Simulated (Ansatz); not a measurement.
System: trigonal Se. Method: HSE06 in Ansatz (plane waves, PAW).

Numerical settings: plane-wave cutoff 460 eV, 9×9×6 k mesh (along the axes of the cell as run), Fermi–Dirac smearing 0.01 eV, scalar-relativistic PAW data made under PBE.

Computed at the level's own relaxed cell.

Q: Give the computed lattice parameter c, equilibrium lattice constant a, band gap, smallest direct gap on the k points sampled and Γ–Γ gap.

A: 
- lattice parameter c = 4.886 Å
- equilibrium lattice constant a = 4.859 Å
- band gap = 2.42 eV (indirect)
- smallest direct gap on the k points sampled = 2.70 eV
- Γ–Γ gap = 3.82 eV

Measured, for comparison: lattice parameter c 4.958 Å, lattice constant a 4.365 Å (293 K, not corrected to a static lattice; as tabulated in Wikipedia's data pages). Computed (rounded) less measured: lattice parameter c -1.5 %, lattice constant a +11.3 %. A static lattice is as a rule a little smaller and stiffer than an uncorrected measurement, which narrows the difference in the lattice parameter c and would widen misses of the other sign.

Note: the cell comes from a level without a dispersion term, which matters for the spacing of layers, chains or molecules.

Spin–orbit coupling is not included.

The computed numbers hold no vibrational or temperature effects.

Ansatz is an electronic-structure program.
